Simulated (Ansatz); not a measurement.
# C₄H₃Cl: basis-set convergence

One table from this session's results is given with a row withheld; the runs are named, their logs left out.

Method: one geometry, several basis sets; program: Ansatz 0.2.0, Gaussian basis.

Plan: PBE0-D4/def2-SVP; ωB97M-V/def2-SVP; PBE0-D4/def2-QZVPP; ωB97M-V/def2-QZVPP; the functionals' def2-TZVPP values are taken from earlier runs.

## The geometry

An earlier PBE0-D4 in a triple-zeta def2 set relaxation fixed the geometry.

8 atoms, charge 0, spin multiplicity 1.

Atoms are counted from 1 here; the program's logs count them from 0.

Bond lengths: C1–C2 1.323 Å, C1–H6 1.082 Å, C1–H7 1.082 Å, C2–C3 1.449 Å, C2–C4 1.424 Å, C3–C4 1.311 Å, C3–H8 1.077 Å, C4–Cl5 1.672 Å. Angles: C2–C1–H6 120.9°, C2–C1–H7 120.5°, H6–C1–H7 118.6°, C1–C2–C3 152.4°, C1–C2–C4 153.2°, C3–C2–C4 54.3°, C2–C3–C4 61.9°, C2–C3–H8 148.6°, C4–C3–H8 149.5°, C2–C4–C3 63.8°, C2–C4–Cl5 148.3°, C3–C4–Cl5 147.9°.

Set-up of the first run:

Contents of in.yaml:

```yaml
crystal:
  periodic: [false, false, false]
  atoms:
    - {symbol: C, position_ang: [0.041345, 1.499761, 0.020843]}
    - {symbol: C, position_ang: [-0.032373, 0.179708, -0.015350]}
    - {symbol: C, position_ang: [-0.753505, -1.061445, -0.210405]}
    - {symbol: C, position_ang: [0.518045, -1.128596, 0.102969]}
    - {symbol: Cl, position_ang: [1.850269, -2.089004, 0.419224]}
    - {symbol: H, position_ang: [-0.827397, 2.110374, -0.185455]}
    - {symbol: H, position_ang: [0.974905, 1.991860, 0.258296]}
    - {symbol: H, position_ang: [-1.679190, -1.559857, -0.445922]}
basis:
  gaussian: {orbitals: def2-SVP}
hamiltonian: {xc: pbe0, dispersion: d4}
output: {orbitals: {seedname: orbitals}}
```

Launch:

```bash
ansatz run in.yaml --threads 2 --pin off --events-out ev --progress --plain --max-ram 4352MiB
```

Among the steps run: PBE0-D4 in def2-SVP; ωB97M-V in def2-SVP; PBE0-D4 in def2-QZVPP; ωB97M-V in def2-QZVPP.

One of the session's tables, all rows but one given; the rest of the session is left out.

It belongs to the step «Density functionals: the series». 

| functional | basis | HOMO (eV) |
| --- | --- | --- |
| PBE0-D4 | def2-SVP | -6.12 |
| PBE0-D4 | def2-TZVPP | -6.19 |
| PBE0-D4 | def2-QZVPP | -6.22 |
| ωB97M-V | def2-SVP | -8.22 |
| ωB97M-V | def2-TZVPP | ? |
| ωB97M-V | def2-QZVPP | -8.33 |

**Question.** Estimate the row for ωB97M-V, def2-TZVPP.

As computed: HOMO (eV): -8.30. In the column «HOMO (eV)» it lies between ωB97M-V, def2-QZVPP (-8.33) and ωB97M-V, def2-SVP (-8.22).
